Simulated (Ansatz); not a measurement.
The same path of AlFH$_{4}$S (7 atoms, charge 0, multiplicity 1) was run 3 times with different band settings. Lost on the way: S5–H7.

Level of theory: RKS B3LYP/def2-SVP (Ansatz).

Relaxed end points:

```xyz
7
Properties=species:S:1:pos:R:3
Al -0.016 0.036 -0.020
F -0.501 0.436 1.545
H 1.512 0.290 -0.355
H -1.168 -0.038 -1.107
S 0.148 -2.539 0.469
H -1.120 -2.669 0.927
H 0.654 -2.380 1.716
```

```xyz
7
Properties=species:S:1:pos:R:3
Al 0.109 -0.365 -0.148
F -0.071 -0.152 1.802
H 1.508 0.255 -0.520
H -1.293 0.016 -0.762
S 0.273 -2.583 0.555
H -1.048 -2.853 0.428
H 0.031 -1.182 1.818
```

Common settings: spring 5.0 eV/Å²; optimiser quadratic models (default); start path through a guess of the saddle point; iteration limit 60; end points relaxed.

| run | movable images | climbing image | force threshold |
| --- | --- | --- | --- |
| 1 | 5 | yes | 0.03 eV/Å |
| 2 | 5 | yes | 0.2 eV/Å |
| 3 | 8 | no | 0.03 eV/Å |

What does each run give, and how far can it be trusted?

Run 1: converged after 14 iterations, highest image 0.632 eV above the first end. The top lies less than 8 meV above the higher end, about what the thresholds resolve: that end is a shoulder or a very shallow well. A vibrational analysis at the climbing image gives one clearly imaginary mode, 188i cm⁻¹: a first-order saddle point.
Run 2: converged after 9 iterations, highest image 0.635 eV above the first end. The threshold of 0.2 eV/Å is loose, so the images may lie well off the minimum-energy path. The top lies less than 8 meV above the higher end, about what the thresholds resolve: that end is a shoulder or a very shallow well. Another band between the same ends (5 images) ends at a top of the same energy, where a vibrational analysis finds 1 clearly imaginary mode.
Run 3: converged after 15 iterations, highest image 0.632 eV above the first end. The highest image is an end point: on this band no image between the ends rises above it.
The orbitals stay closed-shell, which can raise the energy where a bond breaks towards radicals; this wasn't checked here.
